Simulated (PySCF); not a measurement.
**C$_{6}$H$_{10}$: full NMR table**

* Formula: C6H10
* SMILES: C=CC/C=C\C
* Point group of the computed structure: C1
* Degrees of unsaturation: 2
* Carbon signals: 6
* Proton signals: 7

Numbering as in the mapped SMILES `[CH2:1]=[CH:2][CH2:3]/[CH:4]=[CH:5]\[CH3:6]`. Hydrogens are named by the atom that carries them. Ha(C1) is cis to C3; Hb(C1) is trans to C3.

Computed data (PySCF 2.14): spin–spin couplings from B3LYP/pcJ-1 (without the spin–dipole term), σ from GIAO-PBE0/pcSseg-1, geometry: PBE0-D3(BJ)/def2-SVP. Fast rotation and ring inversion assumed for equivalent nuclei, gas phase, one conformer, non-relativistic.

Referencing at the same level of theory: 1H (σ = 31.27 ppm) and 13C (σ = 184.41 ppm) against TMS.

```tsv
carbon	δC, type	δH (multiplicity, J in Hz)	HMBC from (abs. J ≥ 3 Hz)	span of the C tensor (ppm)
C1	123.0, CH2	Ha(C1) 5.36 (dq, 17.9, 1.9); Hb(C1) 5.25 (ddt, 11.0, 2.3, 1.3)	H(C3)	204
C2	147.0, CH	5.78 (ddt, 17.9, 11.0, 8.6)	H(C3)	240
C3	36.4, CH2	2.82 (t of sept, 8.8, 1.3)	H(C2), H(C5), H(C4), Ha(C1), Hb(C1)	43
C4	136.8, CH	5.41 (dtq, 12.4, 9.1, 2.6)	H(C3), H(C6)	210
C5	133.3, CH	5.63 (dqt, 12.4, 8.1, 1.9)	H(C3), H(C6)	216
C6	15.0, CH3	1.76 (ddt, 8.1, 2.6, 1.1)	H(C5), H(C4)	30
```

Selected couplings (Hz, signed; the shortest-range and largest first, 30 at most; isotopes 13C, 1H): 1J(C1,Hb(C1)) 168.2, 1J(C4,H(C4)) 163.9, 1J(C1,Ha(C1)) 163.9, 1J(C2,H(C2)) 161.6, 1J(C5,H(C5)) 160.3, 1J(C6,H(C6)) 132.4, 1J(C3,H(C3)) 132.1, 1J(C4,C5) 77.6, 1J(C1,C2) 76.7, 1J(C5,C6) 47.1, 1J(C3,C4) 45.1, 1J(C2,C3) 44.3, 2J(C2,C4) -4.3, 2J(Ha(C1),Hb(C1)) 2.3, 3J(Ha(C1),H(C2)) 17.9, 3J(H(C4),H(C5)) 12.4, 3J(Hb(C1),H(C2)) 11.0, 3J(H(C3),H(C4)) 9.1, 3J(H(C2),H(C3)) 8.6, 3J(H(C5),H(C6)) 8.1, 3J(C3,C6) 4.6, 3J(C2,C5) 3.6, 3J(C1,C4) 3.6, 4J(H(C4),H(C6)) -2.6, 4J(H(C3),H(C5)) -1.9, 4J(Ha(C1),H(C3)) -1.7, 4J(Hb(C1),H(C3)) -1.3.

Carbon types of the structure: 3 × CH, 2 × CH2, 1 × CH3, which accounts for all hydrogens. δC 147.0, 136.8, 133.3: alkene CH; the olefinic region. δC 123.0: terminal =CH2 carbon; an sp2 carbon of a C=C bond. δC 36.4: allylic sp3 CH2; aliphatic region, no heteroatom directly attached. δH 2.82: hydrogen on an allylic sp3 CH2; allylic position. δH 1.76: hydrogen on an allylic methyl carbon; allylic position. The protons at 5.36 and 5.78 share a coupling of 17.9 Hz (vicinal, trans across C=C). The protons at 5.41 and 5.63 share a coupling of 12.4 Hz (vicinal, cis across C=C). The protons at 5.25 and 5.78 share a coupling of 11.0 Hz (vicinal, cis across C=C). The protons at 2.82 and 5.41 share a coupling of 9.1 Hz (vicinal).

Splittings below 1 Hz are ignored in the labels, and close J values are merged. Unscaled 3J(H,H) at this level run about 10 % above measured values. Shifts are as computed. Against solution values, carbons near 30 ppm lie about +2 ppm off and those near 130 ppm about +5 ppm. Of 1211 compounds with measured shifts, 218 miss one by over three times the rms of a fit or turn the order of signals round; such compounds aren't used in these exercises. Couplings across =CH–CH2 type bonds come from one rotamer and its mirror image, and can be 1–2 Hz further off.
